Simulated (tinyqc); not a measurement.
Inside a calculation (part 2 of 2). Method: coupled-perturbed Hartree-Fock on RHF in the sto-3g basis, for H3O+, spin multiplicity 1. Computed by tinyqc, a small Python program that keeps every step (integrals from PySCF). Command: `OMP_NUM_THREADS=1 python tinyqc.py 28365 28366 out.jsonl` (the two numbers bound the seeds that draw the settings). One thread of a shared host (Intel(R) Xeon(R) Processor @ 2.60GHz), about 0.2 s of CPU time with the checks.

Geometry (angstrom):
```
atom         x         y        z
O      0.00000   0.00000  0.24500
H      0.88200   0.00000  0.00000
H     -0.44100   0.76400  0.00000
H     -0.44100  -0.76400  0.00000
```

## Convergence

Stop when the energy changes by less than 1e-10 hartree and every element of the error matrix X^T (F D S - S D F) X is below 3e-06.

Course of the cycle:
```
iteration  E (hartree)     change  largest element of the error matrix
1          -75.1402091          -                             5.36e-01
2          -75.2977882  -1.58e-01                             7.58e-02
3          -75.3078845  -1.01e-02                             1.43e-02
4          -75.3082282  -3.44e-04                             1.81e-03
5          -75.3082356  -7.40e-06                             5.33e-04
6          -75.3082364  -7.26e-07                             2.04e-06
7          -75.3082364  -1.10e-11                             1.90e-08
```

PySCF RHF in the same basis = -75.3082364 hartree

Converged in 7 iterations.

## Populations, bond orders and dipole

D after iteration 7, order 1O 1s, 1O 2s, 1O 2px, 1O 2py, 1O 2pz, 2H 1s, 3H 1s, 4H 1s:
$$\begin{pmatrix}
2.09590 & -0.38281 & 0.00000 & 0.00000 & -0.05466 & -0.04955 & -0.04955 & -0.04955 \\
-0.38281 & 1.62635 & -0.00003 & 0.00000 & 0.31192 & 0.12815 & 0.12822 & 0.12822 \\
0.00000 & -0.00003 & 1.01248 & 0.00000 & 0.00003 & 0.55086 & -0.27543 & -0.27543 \\
0.00000 & 0.00000 & 0.00000 & 1.01246 & 0.00000 & 0.00000 & 0.47704 & -0.47704 \\
-0.05466 & 0.31192 & 0.00003 & 0.00000 & 1.87505 & -0.14718 & -0.14718 & -0.14718 \\
-0.04955 & 0.12815 & 0.55086 & 0.00000 & -0.14718 & 0.32622 & -0.12334 & -0.12334 \\
-0.04955 & 0.12822 & -0.27543 & 0.47704 & -0.14718 & -0.12334 & 0.32621 & -0.12332 \\
-0.04955 & 0.12822 & -0.27543 & -0.47704 & -0.14718 & -0.12334 & -0.12332 & 0.32621
\end{pmatrix}$$

overlap S, order 1O 1s, 1O 2s, 1O 2px, 1O 2py, 1O 2pz, 2H 1s, 3H 1s, 4H 1s:
$$\begin{pmatrix}
1.00000 & 0.23670 & 0.00000 & 0.00000 & 0.00000 & 0.05959 & 0.05957 & 0.05957 \\
0.23670 & 1.00000 & 0.00000 & 0.00000 & 0.00000 & 0.50262 & 0.50253 & 0.50253 \\
0.00000 & 0.00000 & 1.00000 & 0.00000 & 0.00000 & 0.39269 & -0.19629 & -0.19629 \\
0.00000 & 0.00000 & 0.00000 & 1.00000 & 0.00000 & 0.00000 & 0.34006 & -0.34006 \\
0.00000 & 0.00000 & 0.00000 & 0.00000 & 1.00000 & -0.10908 & -0.10905 & -0.10905 \\
0.05959 & 0.50262 & 0.39269 & 0.00000 & -0.10908 & 1.00000 & 0.24675 & 0.24675 \\
0.05957 & 0.50253 & -0.19629 & 0.34006 & -0.10905 & 0.24675 & 1.00000 & 0.24666 \\
0.05957 & 0.50253 & -0.19629 & -0.34006 & -0.10905 & 0.24675 & 0.24666 & 1.00000
\end{pmatrix}$$

Mulliken: Z minus the diagonal of D S on the atom; Loewdin: the same with S^(1/2) D S^(1/2); Mayer order: 2 sum_s sum (D(s) S)_ij (D(s) S)_ji over the two atoms.

Charges (e):
```
atom  Mulliken  Loewdin
1O    -0.32248  0.00763
2H     0.44082  0.33076
3H     0.44083  0.33080
4H     0.44083  0.33080
```

Mayer bond orders:
```
pair    order
2-1   0.78408
3-1   0.78408
3-2   0.01080
4-1   0.78408
4-2   0.01080
4-3   0.01080
```

dipole moment about the origin, x y z (debye): [-0.00007, 0.00000, -0.77760]

## Integrals over molecular orbitals

coefficients C, order 1O 1s, 1O 2s, 1O 2px, 1O 2py, 1O 2pz, 2H 1s, 3H 1s, 4H 1s:
$$\begin{pmatrix}
0.99380 & -0.23947 & 0.00002 & 0.00000 & -0.05438 & -0.16924 & 0.00000 & 0.00009 \\
0.02946 & 0.86109 & -0.00012 & 0.00000 & 0.26614 & 1.18840 & 0.00000 & -0.00073 \\
0.00000 & 0.00007 & 0.71150 & 0.00000 & 0.00005 & -0.00040 & 0.00000 & -0.96790 \\
0.00000 & 0.00000 & 0.00000 & 0.71150 & 0.00000 & 0.00000 & 0.96788 & 0.00000 \\
-0.00282 & -0.11589 & -0.00004 & 0.00000 & 0.96129 & -0.33805 & 0.00000 & 0.00021 \\
-0.00566 & 0.09479 & 0.38711 & 0.00000 & -0.06512 & -0.68557 & 0.00000 & 1.06216 \\
-0.00566 & 0.09475 & -0.19356 & 0.33523 & -0.06515 & -0.68628 & -0.91944 & -0.53051 \\
-0.00566 & 0.09475 & -0.19356 & -0.33523 & -0.06515 & -0.68628 & 0.91944 & -0.53051
\end{pmatrix}$$

core Hamiltonian H = T + V (hartree), order 1O 1s, 1O 2s, 1O 2px, 1O 2py, 1O 2pz, 2H 1s, 3H 1s, 4H 1s:
$$\begin{pmatrix}
-33.34934 & -7.76155 & -0.00001 & 0.00000 & 0.01362 & -1.96770 & -1.96706 & -1.96706 \\
-7.76155 & -9.94811 & -0.00007 & 0.00000 & 0.15753 & -4.24261 & -4.24166 & -4.24166 \\
-0.00001 & -0.00007 & -8.20816 & 0.00000 & 0.00002 & -2.76220 & 1.38065 & 1.38065 \\
0.00000 & 0.00000 & 0.00000 & -8.20816 & 0.00000 & 0.00000 & -2.39193 & 2.39193 \\
0.01362 & 0.15753 & 0.00002 & 0.00000 & -8.04594 & 0.81760 & 0.81736 & 0.81736 \\
-1.96770 & -4.24261 & -2.76220 & 0.00000 & 0.81760 & -5.58343 & -1.73539 & -1.73539 \\
-1.96706 & -4.24166 & 1.38065 & -2.39193 & 0.81736 & -1.73539 & -5.58281 & -1.73475 \\
-1.96706 & -4.24166 & 1.38065 & 2.39193 & 0.81736 & -1.73539 & -1.73475 & -5.58281
\end{pmatrix}$$

Given earlier and not repeated: Two-electron integrals (ij|kl) in chemists' order.

(pq|rs) = sum C_ip C_jq C_kr C_ls (ij|kl), one index at a time.

one-electron integrals over orbitals h = C^T H C (hartree):
$$\begin{pmatrix}
-33.33072 & 0.57023 & -0.00006 & 0.00000 & 0.12409 & 0.38322 & 0.00000 & -0.00020 \\
0.57023 & -8.33334 & 0.00000 & 0.00000 & -0.09630 & -1.48138 & 0.00000 & 0.00092 \\
-0.00006 & 0.00000 & -7.30231 & 0.00000 & 0.00006 & 0.00096 & 0.00000 & 1.70296 \\
0.00000 & 0.00000 & 0.00000 & -7.30219 & 0.00000 & 0.00000 & -1.70309 & 0.00000 \\
0.12409 & -0.09630 & 0.00006 & 0.00000 & -7.95748 & 0.42275 & 0.00000 & -0.00012 \\
0.38322 & -1.48138 & 0.00096 & 0.00000 & 0.42275 & -5.19257 & 0.00000 & -0.00015 \\
0.00000 & 0.00000 & 0.00000 & -1.70309 & 0.00000 & 0.00000 & -5.68107 & 0.00000 \\
-0.00020 & 0.00092 & 1.70296 & 0.00000 & -0.00012 & -0.00015 & 0.00000 & -5.68111
\end{pmatrix}$$

Two-electron integrals over orbitals (pq|rs), unique and non-zero (hartree):
```
(11|11) 4.74224     (21|11) -0.42753    (21|21) 0.06126     (22|11) 1.02807
(22|21) -0.01461    (22|22) 0.73525     (31|11) 4.45e-05    (31|21) -4.77e-06
(31|22) 6.40e-06    (31|31) 0.01465     (32|11) -9.49e-06   (32|21) 3.28e-06
(32|22) 2.78e-05    (32|31) 0.02226     (32|32) 0.14425     (33|11) 0.89015
(33|21) -0.00658    (33|22) 0.67689     (33|31) 0.00250     (33|32) 0.03350
(33|33) 0.69143     (41|41) 0.01465     (42|41) 0.02226     (42|42) 0.14424
(43|41) -0.00251    (43|42) -0.03353    (43|43) 0.04261     (44|11) 0.89013
(44|21) -0.00658    (44|22) 0.67687     (44|31) -0.00250    (44|32) -0.03352
(44|33) 0.60623     (44|44) 0.69142     (51|11) -0.09630    (51|21) 0.01065
(51|22) -0.01240    (51|31) -1.46e-06   (51|32) 5.15e-07    (51|33) -0.00331
(51|44) -0.00331    (51|51) 0.02739     (52|11) 0.03791     (52|21) -0.00628
(52|22) -0.02721    (52|31) 6.26e-07    (52|32) 2.93e-06    (52|33) 0.00129
(52|44) 0.00129     (52|51) 0.03012     (52|52) 0.13966     (53|11) -1.41e-05
(53|21) 1.23e-06    (53|22) -3.55e-07   (53|31) 0.00344     (53|32) 0.00613
(53|33) -0.00261    (53|44) 0.00260     (53|51) -3.25e-06   (53|52) -1.16e-05
(53|53) 0.03667     (54|41) 0.00344     (54|42) 0.00613     (54|43) 0.00260
(54|54) 0.03667     (55|11) 1.10282     (55|21) -0.01357    (55|22) 0.74048
(55|31) 1.19e-06    (55|32) -5.16e-06   (55|33) 0.67068     (55|44) 0.67067
(55|51) 0.01084     (55|52) 0.06542     (55|53) -1.36e-05   (55|55) 0.88391
(61|11) -0.30382    (61|21) 0.04464     (61|22) -0.00866    (61|31) -1.15e-05
(61|32) -9.40e-06   (61|33) -0.00443    (61|44) -0.00443    (61|51) 0.00228
(61|52) -0.01077    (61|53) -3.58e-07   (61|55) -0.01193    (61|61) 0.03374
(62|11) 0.34215     (62|21) -0.01046    (62|22) 0.14426     (62|31) -4.76e-06
(62|32) -2.59e-05   (62|33) 0.10477     (62|44) 0.10476     (62|51) -0.01136
(62|52) -0.02092    (62|53) -6.78e-06   (62|55) 0.15699     (62|61) -0.00532
(62|62) 0.08335     (63|11) -0.00020    (63|21) 5.11e-06    (63|22) -0.00009
(63|31) 0.00719     (63|32) -0.00916    (63|33) -0.02260    (63|44) 0.02246
(63|51) 5.95e-07    (63|52) -1.24e-05   (63|53) 0.00503     (63|55) -0.00010
(63|61) -2.34e-07   (63|62) -0.00006    (63|63) 0.04964     (64|41) 0.00719
(64|42) -0.00920    (64|43) 0.02254     (64|54) 0.00504     (64|64) 0.04969
(65|11) -0.08475    (65|21) -0.00145    (65|22) -0.05478    (65|31) -2.46e-06
(65|32) -1.39e-05   (65|33) -0.02950    (65|44) -0.02949    (65|51) 0.01659
(65|52) 0.05394     (65|53) -1.56e-05   (65|55) -0.03431    (65|61) -0.00461
(65|62) -0.03751    (65|63) 1.84e-05    (65|65) 0.03785     (66|11) 0.69403
(66|21) -0.00765    (66|22) 0.54438     (66|31) -1.09e-05   (66|32) -0.00009
(66|33) 0.52116     (66|44) 0.52124     (66|51) -0.01400    (66|52) -0.04618
(66|53) 1.07e-05    (66|55) 0.51950     (66|61) -0.00280    (66|62) 0.06116
(66|63) 1.67e-05    (66|65) -0.03325    (66|66) 0.48310     (71|41) 0.01683
(71|42) 0.02382     (71|43) -0.00227    (71|54) 0.00399     (71|64) 0.00789
(71|71) 0.01940     (72|41) 0.01458     (72|42) 0.04394     (72|43) 0.01397
(72|54) 0.01507     (72|64) 0.03721     (72|71) 0.01595     (72|72) 0.05093
(73|41) 0.00335     (73|42) 0.04229     (73|43) -0.00430    (73|54) -0.00317
(73|64) -0.02278    (73|71) 0.00384     (73|72) -0.00096    (73|73) 0.03414
(74|11) 0.36470     (74|21) -0.00777    (74|22) 0.15243     (74|31) 0.00336
(74|32) 0.04229     (74|33) 0.12920     (74|44) 0.12060     (74|51) 0.00078
(74|52) 0.02894     (74|53) -0.00317    (74|55) 0.18501     (74|61) -0.00575
(74|62) 0.08299     (74|63) -0.02281    (74|65) -0.01841    (74|66) 0.04563
(74|74) 0.14276     (75|41) 0.00542     (75|42) 0.03155     (75|43) -0.00866
(75|54) 0.02371     (75|64) -0.00867    (75|71) 0.00607     (75|72) 0.00919
(75|73) 0.01130     (75|75) 0.02752     (76|41) 0.01365     (76|42) 0.10200
(76|43) -0.04019    (76|54) -0.00639    (76|64) -0.04290    (76|71) 0.01493
(76|72) 0.00116     (76|73) 0.04988     (76|75) 0.02475     (76|76) 0.11739
(77|11) 0.80872     (77|21) -0.00847    (77|22) 0.59314     (77|31) -0.00049
(77|32) -0.03209    (77|33) 0.54160     (77|44) 0.61386     (77|51) -0.00226
(77|52) -0.00013    (77|53) 0.00749     (77|55) 0.58958     (77|61) -0.00572
(77|62) 0.07368     (77|63) 0.03904     (77|65) -0.01711    (77|66) 0.49793
(77|74) 0.06617     (77|77) 0.59209     (81|11) 0.00016     (81|21) -2.59e-05
(81|22) -1.75e-07   (81|31) -0.01683    (81|32) -0.02382    (81|33) -0.00226
(81|44) 0.00227     (81|51) -2.02e-06   (81|52) 4.34e-06    (81|53) -0.00399
(81|55) 5.87e-06    (81|61) -1.01e-05   (81|62) 9.61e-06    (81|63) -0.00789
(81|65) 4.65e-06    (81|66) 1.49e-05    (81|74) -0.00384    (81|77) 0.00032
(81|81) 0.01940     (82|11) -0.00021    (82|21) 4.98e-06    (82|22) -0.00009
(82|31) -0.01457    (82|32) -0.04392    (82|33) 0.01392     (82|44) -0.01404
(82|51) 5.04e-06    (82|52) 3.63e-06    (82|53) -0.01507    (82|55) -0.00010
(82|61) 1.04e-05    (82|62) -2.80e-05   (82|63) -0.03721    (82|65) 2.21e-05
(82|66) -3.84e-05   (82|74) 0.00091     (82|77) -0.02351    (82|81) 0.01595
(82|82) 0.05093     (83|11) -0.36468    (83|21) 0.00777     (83|22) -0.15240
(83|31) 0.00335     (83|32) 0.04232     (83|33) -0.12059    (83|44) -0.12920
(83|51) -0.00078    (83|52) -0.02894    (83|53) -0.00316    (83|55) -0.18499
(83|61) 0.00574     (83|62) -0.08299    (83|63) -0.02271    (83|65) 0.01839
(83|66) -0.04572    (83|74) -0.07718    (83|77) -0.10049    (83|81) -0.00384
(83|82) 0.00102     (83|83) 0.14279     (84|41) -0.00336    (84|42) -0.04230
(84|43) 0.00429     (84|54) 0.00317     (84|64) 0.02276     (84|71) -0.00385
(84|72) 0.00093     (84|73) -0.03142    (84|75) -0.01130    (84|76) -0.04987
(84|84) 0.03413     (85|11) 2.45e-05    (85|21) 5.73e-07    (85|22) 1.29e-05
(85|31) -0.00542    (85|32) -0.03154    (85|33) -0.00864    (85|44) 0.00866
(85|51) -9.13e-06   (85|52) -3.26e-05   (85|53) -0.02371    (85|55) 4.36e-06
(85|61) 5.31e-06    (85|62) 1.98e-05    (85|63) 0.00865     (85|65) -5.74e-06
(85|66) 3.80e-05    (85|74) -0.01129    (85|77) 0.00991     (85|81) 0.00607
(85|82) 0.00918     (85|83) -0.01131    (85|85) 0.02752     (86|11) 2.20e-05
(86|21) -8.12e-07   (86|22) -9.52e-06   (86|31) -0.01365    (86|32) -0.10197
(86|33) -0.04011    (86|44) 0.04016     (86|51) 5.59e-06    (86|52) 1.85e-05
(86|53) 0.00638     (86|55) 1.87e-05    (86|61) 5.63e-06    (86|62) 3.57e-06
(86|63) 0.04281     (86|65) 2.35e-05    (86|66) 0.00012     (86|74) -0.04986
(86|77) 0.05785     (86|81) 0.01492     (86|82) 0.00117     (86|83) -0.04990
(86|85) 0.02474     (86|86) 0.11726     (87|41) 0.00048     (87|42) 0.03204
(87|43) -0.03612    (87|54) -0.00750    (87|64) -0.03909    (87|71) 0.00031
(87|72) -0.02347    (87|73) 0.01713     (87|75) 0.00990     (87|76) 0.05783
(87|84) -0.01711    (87|87) 0.04805     (88|11) 0.80873     (88|21) -0.00847
(88|22) 0.59317     (88|31) 0.00051     (88|32) 0.03220     (88|33) 0.61391
(88|44) 0.54157     (88|51) -0.00226    (88|52) -0.00013    (88|53) -0.00750
(88|55) 0.58959     (88|61) -0.00572    (88|62) 0.07370     (88|63) -0.03917
(88|65) -0.01712    (88|66) 0.49782     (88|74) 0.10053     (88|77) 0.49584
(88|81) -0.00033    (88|82) 0.02342     (88|83) -0.06610    (88|85) -0.00993
(88|86) -0.05793    (88|88) 0.59222
```

## Response to a field: uncoupled start

orbital energies (hartree): MO1 -20.88412, MO2 -1.84289, MO3 -1.16114, MO4 -1.16113, MO5 -0.94465, MO6 0.15380, MO7 0.33799, MO8 0.33807

dipole integrals <a|y|i> (bohr), order a6, a7, a8:
$$\begin{pmatrix}
0.00000 & 0.00000 & 0.00000 & -0.63033 & 0.00000 \\
0.05251 & -0.13833 & 0.46938 & 0.00000 & 0.23883 \\
0.00000 & 0.00000 & 0.00000 & -0.46911 & 0.00000
\end{pmatrix}$$

Field along y; U_ai = -mu_ai / (e_a - e_i), alpha = -4 sum U_ai mu_ai.

uncoupled U, order a6, a7, a8:
$$\begin{pmatrix}
0.00000 & 0.00000 & 0.00000 & 0.47936 & 0.00000 \\
-0.00247 & 0.06343 & -0.31310 & 0.00000 & -0.18620 \\
0.00000 & 0.00000 & 0.00000 & 0.31291 & 0.00000
\end{pmatrix}$$

uncoupled polarisability = 2.59713 bohr^3

## Coupled step 1

U_ai = -(mu_ai + sum_bj [4 (ai|bj) - (ab|ij) - (aj|bi)] U_bj) / (e_a - e_i); alpha = -4 sum U_ai mu_ai.

U after step 1, order a6, a7, a8:
$$\begin{pmatrix}
0.00000 & 0.00000 & 0.00000 & 0.60204 & 0.00000 \\
-0.00273 & 0.09500 & -0.39118 & 0.00000 & -0.24455 \\
0.00000 & 0.00000 & 0.00000 & 0.39093 & 0.00000
\end{pmatrix}$$

polarisability = 3.27271 bohr^3

## Coupled step 2

As before.

U after step 2, order a6, a7, a8:
$$\begin{pmatrix}
0.00000 & 0.00000 & 0.00000 & 0.63386 & 0.00000 \\
-0.00281 & 0.10624 & -0.41070 & 0.00000 & -0.26414 \\
0.00000 & 0.00000 & 0.00000 & 0.41043 & 0.00000
\end{pmatrix}$$

polarisability = 3.45111 bohr^3

## Coupled polarisability

Repeat until U stops changing; compare with -d2E/dF2.

Course of the coupled iterations:
```
step  alpha (bohr^3)
0            2.59713
1            3.27271
2            3.45111
3            3.49886
4            3.51182
5            3.51539
6            3.51640
7            3.51669
8            3.51677
9            3.51680
10           3.51681
11           3.51681
12           3.51681
13           3.51681
14           3.51681
15           3.51681
16           3.51681
17           3.51681
18           3.51681
```

coupled polarisability = 3.51681 bohr^3

finite-field check, fields of +/-0.001 au = 3.51681 bohr^3
